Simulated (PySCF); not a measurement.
B3LYP has the VWN-RPA correlation part, as in Gaussian. Delta-SCF ions had no search for a lower state. 

Cartesian coordinates (Å):
```xyz
4

N     -0.0041    -0.0036     0.3060
H      0.8932    -0.2885    -0.0935
H     -0.6953    -0.6263    -0.1188
H     -0.1938     0.9184    -0.0937
```
Charge 0, multiplicity 1.

What is the computed dipole moment, HOMO, vertical ionisation energy (Delta-SCF), HOMO–LUMO gap and total energy (B3LYP-D3(BJ)/def2-TZVP // B3LYP-D3(BJ)/def2-SVP run with PySCF 2.14.0)?


```
Quantity                                      Value
--------------------------------------  -----------
dipole moment                                1.78 D
HOMO                                       -7.45 eV
vertical ionisation energy (Delta-SCF)     11.03 eV
HOMO–LUMO gap                               8.03 eV
total energy                            -56.5866 Ha
```
